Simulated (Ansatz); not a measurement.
**Molecular dynamics of BH6N**

Input:

```yaml
crystal:
  periodic: [false, false, false]
  atoms:
    - { symbol: B, position_ang: [0.016419, -0.360545, 0.101986] }
    - { symbol: H, position_ang: [-0.273972, 0.339423, 1.259972] }
    - { symbol: H, position_ang: [1.063803, 0.140963, -0.239161] }
    - { symbol: H, position_ang: [-0.978326, -0.177737, -0.56249] }
    - { symbol: "N", position_ang: [0.146252, -1.795852, 0.731843] }
    - { symbol: H, position_ang: [-0.579572, -2.467673, 0.508415] }
    - { symbol: H, position_ang: [1.067948, -2.217922, 0.741944] }
    - { symbol: H, position_ang: [-0.146753, -0.624259, 1.454889] }
basis:
  gaussian: { orbitals: def2-SVP }
hamiltonian:
  xc: r2scan
  dispersion: d4
md:
  timestep: 0.5
  n_steps: 200
  ensemble: nve
  temperature: 100.0
  initial_velocities: maxwell_boltzmann
  seed: 10618
```

Run as:

```bash
$ ansatz run input.yaml --threads 1 --pin off --max-ram 2048MiB --backend cpu --events-out ev --progress --plain --runs-dir out
```

It starts at the highest image of a converged band, a first-order saddle point between two minima.

Output, in part (step lines, the closing report, with atoms numbered from 0):

```
md step     0: t =     0.00 fs  T =   100.0 K  F+E_penalty+E_count = -2259.43285155 eV  E_kin = 0.077556 eV  conserved = -2259.35529555 eV  (23 SCF iters)
md step     1: t =     0.50 fs  T =    97.6 K  F+E_penalty+E_count = -2259.43098289 eV  E_kin = 0.075715 eV  conserved = -2259.35526817 eV  (28 SCF iters)
md step     2: t =     1.00 fs  T =    91.3 K  F+E_penalty+E_count = -2259.42597637 eV  E_kin = 0.070780 eV  conserved = -2259.35519616 eV  (28 SCF iters)
md step     3: t =     1.50 fs  T =    82.3 K  F+E_penalty+E_count = -2259.41896528 eV  E_kin = 0.063860 eV  conserved = -2259.35510513 eV  (29 SCF iters)
md step     4: t =     2.00 fs  T =    72.7 K  F+E_penalty+E_count = -2259.41138655 eV  E_kin = 0.056363 eV  conserved = -2259.35502343 eV  (29 SCF iters)
md step     5: t =     2.50 fs  T =    63.9 K  F+E_penalty+E_count = -2259.40453370 eV  E_kin = 0.049561 eV  conserved = -2259.35497284 eV  (28 SCF iters)
md step     6: t =     3.00 fs  T =    57.1 K  F+E_penalty+E_count = -2259.39920907 eV  E_kin = 0.044246 eV  conserved = -2259.35496317 eV  (29 SCF iters)
md step     7: t =     3.50 fs  T =    52.3 K  F+E_penalty+E_count = -2259.39557004 eV  E_kin = 0.040580 eV  conserved = -2259.35498974 eV  (28 SCF iters)
[... lines left out ...]
Total energy: -2260.60392332 eV, -83.0756618898 hartree
Atom 0 at     0.149179    -0.955351    -0.218037 Å, force    -0.082682     2.901532     0.035948 eV/Å
Atom 1 at    -1.980110     6.157286     6.124325 Å, force    -0.108926     0.251924     0.076364 eV/Å
Atom 2 at     1.002194    -0.045680    -0.135036 Å, force    -0.089378    -0.919814    -0.296010 eV/Å
Atom 3 at    -0.962380    -0.518136    -0.535253 Å, force     0.338217    -0.629766    -0.142182 eV/Å
Atom 4 at     0.318607    -2.222037     0.265213 Å, force    -0.580916     0.050466    -0.028654 eV/Å
Atom 5 at    -0.563818    -2.652691     0.479486 Å, force    -0.036288    -0.955799     0.161111 eV/Å
Atom 6 at     1.111553    -2.481485     0.815711 Å, force     0.451048    -0.446628     0.269833 eV/Å
Atom 7 at    -2.273072     6.834528     6.330546 Å, force     0.108925    -0.251915    -0.076410 eV/Å
Dipole moment:     0.015654    -0.384277     0.265891 e Å
```

The steps, from the saved trajectory:

```csv
time (fs),T (K),potential energy less start (eV),conserved less start (meV/atom)
0,100,0.000,0.00
3,57,0.034,0.04
6,40,0.047,0.04
9,74,0.021,0.03
12,155,-0.042,0.06
15,373,-0.212,0.04
18,721,-0.482,0.02
21,1098,-0.774,0.01
24,1397,-1.006,-0.02
27,1577,-1.145,0.00
30,1746,-1.276,0.00
33,1826,-1.339,-0.02
36,1762,-1.289,0.03
39,1723,-1.259,0.04
42,1765,-1.291,-0.01
45,1752,-1.281,0.00
48,1673,-1.220,0.02
51,1620,-1.179,0.03
54,1700,-1.241,0.04
57,1865,-1.369,-0.03
60,1857,-1.363,-0.01
63,1747,-1.277,0.03
66,1695,-1.237,0.04
69,1771,-1.296,-0.02
72,1742,-1.273,0.00
75,1637,-1.192,0.03
78,1665,-1.214,0.03
81,1787,-1.309,0.00
84,1798,-1.317,-0.02
87,1693,-1.235,0.05
90,1760,-1.287,0.01
93,1849,-1.357,0.00
96,1838,-1.348,-0.02
99,1661,-1.210,0.04
```

The run went to its last step. The conserved energy stayed within 0.061 meV per atom of its start (net change 0.06 meV per atom), so the integration is sound. The kinetic energy rose, since the run started high on the potential surface and went downhill. It ends in pieces (BH4N + H2), so much of that is their flight and rotation, not heat. A run of 0.1 ps of so small a system gives no equilibrium averages. The orbitals stay closed-shell, which can raise the energy where a bond breaks towards radicals; this wasn't checked here.

Between its relaxed ends the band would form H2–H8 and break B1–H2, N5–H8. These pairs go: H2–H8 0.99 → 0.77 Å, B1–H2 1.38 → 9.76 Å, N5–H8 1.41 → 11.20 Å. In the last frame they stand as after the step (other bonds may differ from the relaxed reactants and products). Also parted: B1–H8 1.39 → 10.46 Å. It ends as BH4N + H2. Pairs count as bonded within 1.25 times the sum of covalent radii (0.12 Å more for H–H).

Last frame:

```xyz
8
Properties=species:S:1:pos:R:3
B 0.149 -0.955 -0.218
H -1.980 6.157 6.124
H 1.002 -0.046 -0.135
H -0.962 -0.518 -0.535
N 0.319 -2.222 0.265
H -0.564 -2.653 0.479
H 1.112 -2.482 0.816
H -2.273 6.835 6.330
```

The run took 4.5 min on 1 thread of Arm Neoverse V2, on a shared host, peak memory 0.1 GiB.
